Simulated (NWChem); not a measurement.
**CH2FN (SMILES [H]/N=C/F): MP2/def2-TZVPP**

What is the vertical ionisation energy of CH2FN at MP2/def2-TZVPP? 

The calculation is run with NWChem 7.3.0.

### 1 The system as given

The species is CH2FN (5 atoms), meant as a singlet with charge 0. As SMILES, `[H]/N=C/F`. The coordinates come from a PBE0-D4/def2-TZVP relaxation.

Bond lengths: N1–C2 1.242 Å, C2–F3 1.328 Å, N1–H4 1.016 Å, C2–H5 1.092 Å. Angles: N1–C2–F3 120.0°, N1–C2–H5 129.8°, F3–C2–H5 110.2°, C2–N1–H4 110.6°.

### 2 The energy at MP2/def2-TZVPP

File ch2fn.nw:

```
start ch2fn
title "CH2FN mp2"
memory total 2200 mb

geometry units angstrom noautosym nocenter noautoz
  N    -0.719900   -0.454400   -0.439800
  C     0.296500   -0.034500    0.137300
  F     1.242400   -0.884800    0.520800
  H    -1.343900    0.314100   -0.667300
  H     0.574800    0.986000    0.407600
end

basis spherical bse
  * library def2-TZVPP
end

scf
  singlet
  rhf
  thresh 1e-08
  maxiter 80
  noprint "final vectors analysis"
end

mp2
  freeze core 3
  tight
end

task mp2 energy
```

On the command line:

```console
$ nwchem ch2fn.nw > ch2fn.out
```

Log:

```text
[...]
  functions       =   121
[...]
  wavefunction    = RHF
[...]
         Total SCF energy =   -192.983413936879
      One-electron energy =   -401.471534034004
      Two-electron energy =    139.930546140568
 Nuclear repulsion energy =     68.557573956557
        Time for solution =     19.3s
[...]
          Total MP2 energy          -193.592156787685
[...]
```

Wall time 23 s (1 thread of AMD EPYC 9R45 (Zen 5), shared host); peak memory 0.38 GiB.

### 3 The doublet cation

File ch2fn.nw:

```
start ch2fn
title "CH2FN mp2"
memory stack 880 mb heap 220 mb global 1100 mb
charge 1

geometry units angstrom noautosym nocenter noautoz
   N       -0.719900      -0.454400      -0.439800
   C        0.296500      -0.034500       0.137300
   F        1.242400      -0.884800       0.520800
   H       -1.343900       0.314100      -0.667300
   H        0.574800       0.986000       0.407600
end

basis spherical bse
   * library def2-TZVPP
end

scf
   nopen 1
   uhf
   thresh 1e-08
   maxiter 80
   noprint "final vectors analysis"
end

mp2
   freeze core 3
   tight
end

task mp2 energy
```

On the command line:

```console
$ nwchem ch2fn.nw > ch2fn.out
```

Log:

```text
[...]
  functions       =   121
[...]
  wavefunction    = UHF
[...]
         Total SCF energy =   -192.605671143869
      One electron energy =   -393.719852044710
      Two electron energy =    132.556606944284
 Nuclear repulsion energy =     68.557573956557
                       Sz =      0.5000
                 Sz(Sz+1) =      0.7500
                      S^2 =      0.8168
[...]
          Total MP2 energy          -193.155428967624
[...]
```

It took 53 s on 1 thread of AMD EPYC 9R45 (Zen 5), shared host; peak memory 0.37 GiB.

### 4 Results

Level: MP2/def2-TZVPP, 3 core orbitals frozen.

```
                                                   quantity          value
                                singlet CH2FN: total energy  -193.59216 Eh
 singlet CH2FN: correlation energy (3 core orbitals frozen)     -608.7 mEh
                               doublet cation: total energy  -193.15543 Eh
doublet cation: correlation energy (3 core orbitals frozen)     -549.8 mEh
          doublet cation: ⟨S²⟩ of the reference determinant          0.817
         vertical ionisation energy (to the doublet cation)      11.884 eV
```

**Reading.** The vertical ionisation energy comes to 11.88 eV (274 kcal/mol). Mulliken charges (singlet CH2FN) run from -0.34 on N1 to +0.33 on C2; they depend strongly on the basis. Mulliken charges (doublet cation) run from -0.12 on F3 to +0.51 on C2; they depend strongly on the basis.
